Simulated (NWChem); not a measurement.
System: Cl anion

Results from NWChem. Pople sets run with spherical d functions.

Isotropic polarisabilities at PBE0/6-31+G*: 15.52 bohr³ (static) and 16.03 bohr³ at ω = 0.0428 Ha (1065 nm).

Question: Fit one effective oscillator, α(ω) = α(0)/(1 − ω²/ω₀²), predict α at ω = 0.0773 Ha (589 nm) and compare with a run.

Answer: 
1. 1 − α(0)/α(ω) = 0.0318 = (ω/ω₀)², so ω₀ = 0.240 Ha = 6.5 eV.
2. At the second frequency, (ω/ω₀)² = 0.104 and α = 17.3 bohr³.
3. The run gives 17.3 bohr³, a difference of 0.1 %.
